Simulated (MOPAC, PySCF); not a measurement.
System: nitrous oxide, N2O (charge 0, singlet). SMILES: N#[N+][O-]
Geometry: optimised at B3LYP-D3(BJ)/def2-TZVP (Ansatz).

Unscaled harmonic wavenumbers (cm⁻¹) in rising order, each level at the stationary point that it reaches from this structure (no distance between atoms moves by over 0.3 Å); the order of modes can differ between levels, and a negative number is imaginary. B3LYP-D3(BJ)/def2-TZVP (PySCF, at the structure above): 620, 620, 1331, 2346.

AM1 (MOPAC): 515, 515, 1601, 2683. Zero-point energy 7.6 against 7.0 kcal/mol; where all levels lie over 400 cm⁻¹, the wavenumbers are on average 1.002 times those of B3LYP-D3(BJ)/def2-TZVP.

PM3 (MOPAC): 501, 501, 1454, 2545. Zero-point energy 7.1 against 7.0 kcal/mol; where all levels lie over 400 cm⁻¹, the wavenumbers are on average 0.948 times those of B3LYP-D3(BJ)/def2-TZVP.

PM6 (MOPAC): 547, 547, 1428, 2404. Zero-point energy 7.0 against 7.0 kcal/mol; where all levels lie over 400 cm⁻¹, the wavenumbers are on average 0.965 times those of B3LYP-D3(BJ)/def2-TZVP.

PM7 (MOPAC): 513, 513, 1443, 2506. Zero-point energy 7.1 against 7.0 kcal/mol; where all levels lie over 400 cm⁻¹, the wavenumbers are on average 0.952 times those of B3LYP-D3(BJ)/def2-TZVP.
